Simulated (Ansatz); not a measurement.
Reaction (SMILES): O (H2O) → H2O+ (doublet, bonded as O) + e-
B3LYP-D3(BJ)/def2-TZVP geometries, fixed; electronic energies without zero-point terms.

Basis-set convergence of the adiabatic ionisation energy at PBE with Ansatz (a first-principles code). Cartesian d functions, on some or all atoms, in 6-31+G*; all else is spherical. The program fits the integrals of some runs and decomposes those of others, by size. Open shells are unrestricted. No added dispersion term, no relativity. Functions are those of the species that has most. Reference: the value in aug-cc-pV5Z, 12.651 eV, itself unsure by roughly 0.001 eV (its mean distance from pcseg-4, aug-pcseg-3, aug-cc-pVQZ). Deviations are taken from unrounded values.

```csv
basis,functions,adiabatic ionisation energy (eV),minus reference (eV)
STO-3G,7,9.227,-3.424
6-31G,13,12.149,-0.503
pcseg-0,13,11.969,-0.682
def2-SV(P),18,12.215,-0.436
6-31+G*,23,12.561,-0.090
def2-SVP,24,12.208,-0.443
aug-pcseg-1,41,12.704,0.052
def2-TZVP,43,12.541,-0.110
cc-pVTZ,58,12.467,-0.184
def2-TZVPD,58,12.636,-0.016
"6-311++G(3df,3pd)",75,12.660,0.009
cc-pVQZ,115,12.571,-0.080
pcseg-3,126,12.650,-0.001
```
